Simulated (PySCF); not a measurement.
**Fluorine: a sound run and one with changed settings**

Sound run: F [He] 2s2 2p5, F⁺ [He] 2s2 2p4. All numbers are calculated (PySCF 2.14, the spin-free X2C one-electron Hamiltonian (Gaussian nucleus), in cc-pVTZ-DK (4s3p2d1f, 30 functions)). In the sound run the correlated levels freeze 1s2. The sound run starts from symmetry-adapted Hartree-Fock orbitals and uses a fine grid where one is needed.

Changed run: a valence shell is frozen. This setting is unsound on purpose.

```csv
species,method,sound run (hartree),changed run (hartree),converged
F,MP2,-99.69230,-99.61508,yes
F,CCSD(T),-99.70729,-99.62229,yes
F⁺,MP2,-99.06090,-98.98504,yes
F⁺,CCSD(T),-99.07821,-98.99187,yes
```

Ionisation energy of F:

| method | sound run (eV) | changed run (eV) |
| --- | --- | --- |
| UHF | 15.639 | 15.639 |
| MP2 | 17.181 | 17.144 |
| SCS-MP2 | 17.168 | 17.207 |
| CCSD | 17.076 | 17.116 |
| CCSD(T) | 17.118 | 17.155 |

Freezing a valence shell removes pair correlation that changes on ionisation.

For comparison, NIST gives 17.423 eV between the lowest levels.
